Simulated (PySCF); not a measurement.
Gas-phase reaction: 2 CF + F₂ = 2 CF₂

Computed with PySCF and rigid-rotor harmonic-oscillator thermochemistry at 1 bar. Table values come from the NASA 1993 polynomials. After a fit of one offset per element over all species, the range-separated, M06-2X, PBE0/def2-QZVP and CCSD(T)/def2-TZVPP enthalpies, where run, lie to one side of the table for CF (-15 kJ/mol), CF₂ (-21 kJ/mol): a fault of the table's entry, another state or a shared error of the levels is possible; this was not checked at source. † marks an energy on the PBE0/def2-TZVP geometry and frequencies; other levels use their own. CCSD(T) freezes the core. 6-31G* has spherical d functions here. Open shells (unrestricted): CF (multiplicity 2, electronic degeneracy 4); the rest are closed-shell singlets. Spin-orbit splitting is ignored; it lowers the true energy and changes the entropy of CF. B3LYP is the form with VWN-RPA correlation. CCSD(T) isn't extrapolated to the basis-set limit; its ΔH°(298 K) is -866.9 kJ in def2-SVP and -868.6 kJ in def2-TZVPP. The harmonic model lacks anharmonicity and excited electronic states, which grow with temperature; levels with a mode under 35 cm⁻¹ are left out. The table's entry may be an old estimate for CF, CF₂ (not checked at source).

```json
[
 {"level": "table", "ΔH°(298 K), kJ": "-874.5", "minus table": "-", "ΔG°(800 K), kJ": "-754.3"},
 {"level": "B3LYP/6-31G*", "ΔH°(298 K), kJ": "-853.7", "minus table": "20.8", "ΔG°(800 K), kJ": "-734.3"},
 {"level": "CCSD(T)/def2-TZVPP†", "ΔH°(298 K), kJ": "-868.6", "minus table": "5.9", "ΔG°(800 K), kJ": "-749.1"},
 {"level": "HF/6-31G*", "ΔH°(298 K), kJ": "-786.0", "minus table": "88.5", "ΔG°(800 K), kJ": "-665.6"},
 {"level": "M06-2X/def2-TZVP†", "ΔH°(298 K), kJ": "-901.2", "minus table": "-26.7", "ΔG°(800 K), kJ": "-781.7"},
 {"level": "PBE0/def2-QZVP†", "ΔH°(298 K), kJ": "-878.3", "minus table": "-3.8", "ΔG°(800 K), kJ": "-758.8"},
 {"level": "PBE0/def2-SVP†", "ΔH°(298 K), kJ": "-894.2", "minus table": "-19.7", "ΔG°(800 K), kJ": "-774.7"},
 {"level": "PBE0/def2-TZVP", "ΔH°(298 K), kJ": "-877.7", "minus table": "-3.2", "ΔG°(800 K), kJ": "-758.2"},
 {"level": "LDA/def2-TZVP†", "ΔH°(298 K), kJ": "-976.3", "minus table": "-101.8", "ΔG°(800 K), kJ": "-856.8"},
 {"level": "ωB97X-V/def2-TZVP†", "ΔH°(298 K), kJ": "-877.6", "minus table": "-3.1", "ΔG°(800 K), kJ": "-758.1"}
]
```
